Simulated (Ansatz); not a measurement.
Species: O₃, charge 0, singlet. O3 (ozone, SMILES [O+]([O-])=O).
B3LYP-D3(BJ)/def2-TZVP minimum from Ansatz (a first-principles code):
```xyz
3

O     -0.0102     1.0756    -0.2169
O      0.0093     0.0011     0.4285
O      0.0009    -1.0767    -0.2116
```
Charge 0, spin multiplicity 1.

Hartree-Fock and MP2 correlation energies in hartree (Ansatz). Radicals and triplets start from unrestricted determinants; spin-orbit coupling is neglected. Cores are frozen in correlated methods. No relativity. The T1 diagnostic of O3 (O=[O+][O-], singlet) reaches 0.026 in the sets run. The restricted determinant of O3 (O=[O+][O-], singlet) is unstable towards broken spin symmetry in at least one set run.

| basis | X | E(HF) | E(corr, MP2) |
|---|---|---|---|
| cc-pVTZ | 3 | -224.34683 | -0.77036 |
| cc-pVQZ | 4 | -224.36509 | -0.82477 |
| cc-pV5Z | 5 | -224.36986 | withheld |

**Question.** Fit E(corr) = E∞ + A/X³ to X = 3 and 4, predict X = 5, and compare with the run.

**Answer.** A = (-0.77036 - (-0.82477))/(1/27 - 1/64) = 2.5411; E∞ = -0.82477 - A/64 = -0.86447; at X = 5, E∞ + A/125 = -0.84415. The run gave -0.84778, 3.63 mEh below the prediction. The same form on X = 4 and 5 gives E∞ = -0.87192, 7.45 mEh below the first estimate.
